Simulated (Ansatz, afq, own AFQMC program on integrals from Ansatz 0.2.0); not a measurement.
## WH⁺, septet: AFQMC among the cluster methods

```yaml
atoms:
  - { symbol: W, position_ang: [0.0000, 0.0000, 0.0000] }
  - { symbol: H, position_ang: [0.0000, 0.0000, 3.2480] }
```

Basis def2-TZVPP with its core potentials. Only valence electrons are correlated. Integrals, coupled cluster, full CI and functionals: Ansatz 0.2.0; the random walks run on the same integrals in our own AFQMC program. ph-AFQMC/CISD is guided by a CISD state made of CCSD amplitudes; releasing the constraint for a short imaginary time cuts its bias at the price of noise, slowly where states lie close. Uncertainties: one standard error, sampling alone. No spin–orbit coupling. The metal's outer-core s and p shells are frozen, which shifts wave-function levels against functionals.

Determinant: UHF, the one that the program's search chose, which needn't be the lowest solution. The geometry is a point of a scan.

No full CI on the walks' own integrals is used here; CCSDT(Q) serves as the reference and is uncertain by about the last step of the cluster series.

Cautions: no spin-orbit coupling; outer-core shells of the metal frozen; lower spins were not checked; higher spins were not checked; the released energies have errors that jump between times, so the bars are unsure, so no released level is given (meV from the phaseless value at times in 1/Eh: -13 ± 10 at 0.60, -3.1 ± 0.6 at 1.20, -4.4 ± 0.8 at 2.00, -4.6 ± 0.8 at 3.00, -7.1 ± 1.0 at 4.20), though the last usable value meets CCSDT(Q) within the noise.

- T1 diagnostic: 0.0253
- weight of the determinant in the CISD state: 0.966
- ⟨S²⟩ of the determinant: 12.005
- size of the correlated space: 6 electrons in 66 orbitals

Reference: CCSDT(Q), correlation energy -1.569 eV.

| level | E − E(reference) (kJ/mol) | share of correlation (%) |
| --- | --- | --- |
| HF | 151.4 | 0.00 |
| MP2 | 22.9 | 84.88 |
| CCSD | 3.1 | 97.98 |
| CCSD(T) | 0.5 | 99.67 |
| CCSDT | 0.0 | 99.98 |
| ph-AFQMC/CISD | 0.5 ± 0.05 | 99.64 |

A walk keeps the symmetry of its determinant, which the program's search chose and which needn't be the lowest solution, so a lower state of the same spin and another symmetry isn't excluded.
